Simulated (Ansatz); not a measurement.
Compounds of B with 3 ligands, in which Br is traded for F. Quantity: electronic atomisation energy to ground-state atoms, in kcal/mol. Structures are relaxed separately at B3LYP-D3(BJ)/def2-TZVP in Ansatz (an electronic-structure program). Cores are frozen in the correlated levels unless marked. UHF or UKS for open shells. No spin-orbit coupling. The frozen core is the preceding noble-gas configuration, with the filled d and f shells of earlier blocks. Non-relativistic. Basis-set limits of correlation are two-point, X^-3; Hartree-Fock from the larger set. The first level has limits of its own: it lacks core correlation, which all-electron functionals hold.

```json
[
 {"n(F)": "0", "species (SMILES)": "BrB(Br)Br", "CCSD(T)/CBS(cc-pVTZ,cc-pVQZ) (Ansatz)": "274.6", "PBE/def2-TZVPD (Ansatz)": "288.6", "r2SCAN-D4/def2-TZVPD (Ansatz + dftd4)": "287.3"},
 {"n(F)": "1", "species (SMILES)": "FB(Br)Br", "CCSD(T)/CBS(cc-pVTZ,cc-pVQZ) (Ansatz)": "337.6", "PBE/def2-TZVPD (Ansatz)": "351.6", "r2SCAN-D4/def2-TZVPD (Ansatz + dftd4)": "347.8"},
 {"n(F)": "2", "species (SMILES)": "FB(F)Br", "CCSD(T)/CBS(cc-pVTZ,cc-pVQZ) (Ansatz)": "?", "PBE/def2-TZVPD (Ansatz)": "?", "r2SCAN-D4/def2-TZVPD (Ansatz + dftd4)": "?"},
 {"n(F)": "3", "species (SMILES)": "FB(F)F", "CCSD(T)/CBS(cc-pVTZ,cc-pVQZ) (Ansatz)": "469.5", "PBE/def2-TZVPD (Ansatz)": "480.0", "r2SCAN-D4/def2-TZVPD (Ansatz + dftd4)": "471.8"}
]
```

Task: Fit a straight line through the known rows at each level by least squares, predict the withheld row (n(F) = 2), and compare with the run.

Result: 
- The known rows have mean n(F) = 1.33333 and Σ(n(F) - mean)² = 4.6667.
- CCSD(T)/CBS(cc-pVTZ,cc-pVQZ): mean 360.567, Σ(n(F) - mean)(y - mean) = 303.833, slope 65.107 kcal/mol a step; the line gives 360.567 + (65.107)×(2 - 1.33333) = 404.0; the run gives 403.0, -1.0 from the line, whose largest residual on the known rows is 1.3.
- PBE/def2-TZVPD: mean 373.400, Σ(n(F) - mean)(y - mean) = 298.000, slope 63.857 kcal/mol a step; the line gives 373.400 + (63.857)×(2 - 1.33333) = 416.0; the run gives 415.7, -0.3 from the line, whose largest residual on the known rows is 0.5.
- r2SCAN-D4/def2-TZVPD: mean 368.967, Σ(n(F) - mean)(y - mean) = 287.333, slope 61.571 kcal/mol a step; the line gives 368.967 + (61.571)×(2 - 1.33333) = 410.0; the run gives 409.6, -0.4 from the line, whose largest residual on the known rows is 0.6.
- PBE minus the first level along the series: +14.0, +14.0, +12.7, +10.5 kcal/mol.
